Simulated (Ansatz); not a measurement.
We consider 2H WSe2, described by HSE06-D3(BJ) (Ansatz, a first-principles code, plane waves, PAW).

Run with plane-wave cutoff 520 eV, 12×12×2 k mesh (along the axes of the cell as run), Fermi–Dirac smearing 0.01 eV, no spin polarisation, scalar-relativistic PAW data made under PBE.

Starting structure:

```yaml
crystal:
  lattice:
    - [3.28000, 0.00000, 0.00000]
    - [-1.64000, 2.84056, 0.00000]
    - [0.00000, 0.00000, 12.96000]
  atoms:
    - { symbol: W, position: [0.66667, 0.33333, 0.75000] }
    - { symbol: W, position: [0.33333, 0.66667, 0.25000] }
    - { symbol: Se, position: [0.66667, 0.33333, 0.37900] }
    - { symbol: Se, position: [0.33333, 0.66667, 0.87900] }
    - { symbol: Se, position: [0.33333, 0.66667, 0.62100] }
    - { symbol: Se, position: [0.66667, 0.33333, 0.12100] }
```

### Question
Into what structure does the relaxation of cell and atoms lead at this level, with the symmetry of the start kept?

### Answer
The volume decreases by 5.9 %; final space group P6_3/mmc.
```yaml
crystal:
  lattice:
    - [3.23605, 0.00000, 0.00000]
    - [-1.61803, 2.80250, 0.00000]
    - [0.00000, 0.00000, 12.52775]
  atoms:
    - { symbol: W, position: [0.66667, 0.33333, 0.75000] }
    - { symbol: W, position: [0.33333, 0.66667, 0.25000] }
    - { symbol: Se, position: [0.66667, 0.33333, 0.38312] }
    - { symbol: Se, position: [0.33333, 0.66667, 0.88312] }
    - { symbol: Se, position: [0.33333, 0.66667, 0.61688] }
    - { symbol: Se, position: [0.66667, 0.33333, 0.11688] }
```
